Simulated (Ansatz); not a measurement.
Basis-set extrapolation for H6NSi2 (`[SiH2]N[SiH3]`) radical (PBE0-D4/def2-TZVP geometry, frozen core, Ansatz 0.2.0). Multiplicity 2, UHF reference.

```csv
,def2-TZVPP,def2-QZVPP
HF,-635.860993,-635.882619
MP2 correlation,-0.446050,-0.478472
CCSD(T) correlation,-0.508977,not run
```

Energies in hartree. Use E(X) = E(∞) + A·exp(−7.88·√X) for Hartree–Fock and E(X) = E(∞) + B·X^(−2.97) for correlation, with X = 3 and 4, and add CCSD(T) minus MP2 of the smaller set to the MP2 limit.

Question: What is the CCSD(T) energy at the basis-set limit?

Answer: HF limit: -635.882619 + (-0.021626) × 0.13774 = -635.88560. MP2 limit: -0.478472 + (-0.032422) × 0.74074 = -0.50249. Higher-order term: -0.508977 − (-0.446050) = -0.06293. Total: -636.45102 hartree, 212.8 kJ/mol below CCSD(T)/def2-TZVPP.
